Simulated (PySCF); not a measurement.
Atom-mapped SMILES (the numbers label the heavy atoms): `[Cl:1][c:2]1[cH:3][n:4][n:5][n-:6]1`. Hydrogens are named by the atom that carries them.

Geometry: PBE0-D3(BJ)/def2-SVP; GIAO absolute shieldings from PySCF 2.14, gas phase, non-relativistic, averaged over equivalent atoms.

At PBE0/pcSseg-1 (114 basis functions, 6.5 s wall time on 1 thread of an AMD EPYC 9R14, shared host):
```json
{"atoms": "Cl1", "σ (ppm)": "859.1"}
{"atoms": "C2", "σ (ppm)": "47.5"}
{"atoms": "C3", "σ (ppm)": "57.8"}
{"atoms": "N5", "σ (ppm)": "-160.1"}
{"atoms": "N4", "σ (ppm)": "-120.8"}
{"atoms": "N6", "σ (ppm)": "-105.2"}
{"atoms": "H(C3)", "σ (ppm)": "24.51"}
```

Task: Estimate the result of repeating the calculation with B97-2/pcSseg-2.

Result: 
```json
{"atoms": "Cl1", "σ at B97-2/pcSseg-2": "838.4", "change": "-20.7"}
{"atoms": "C2", "σ at B97-2/pcSseg-2": "44.9", "change": "-2.6"}
{"atoms": "C3", "σ at B97-2/pcSseg-2": "55.6", "change": "-2.2"}
{"atoms": "N5", "σ at B97-2/pcSseg-2": "-162.9", "change": "-2.8"}
{"atoms": "N4", "σ at B97-2/pcSseg-2": "-122.5", "change": "-1.7"}
{"atoms": "N6", "σ at B97-2/pcSseg-2": "-109.9", "change": "-4.7"}
{"atoms": "H(C3)", "σ at B97-2/pcSseg-2": "24.45", "change": "-0.06"}
```

The largest change is at Cl1 (chlorine bonded to C). Cost: 237 basis functions, 13 s wall time on 1 thread of an AMD EPYC 9R14, shared host.

Carbons that carry Cl, above all several Cl atoms, come out too deshielded, partly because spin–orbit coupling is missing.
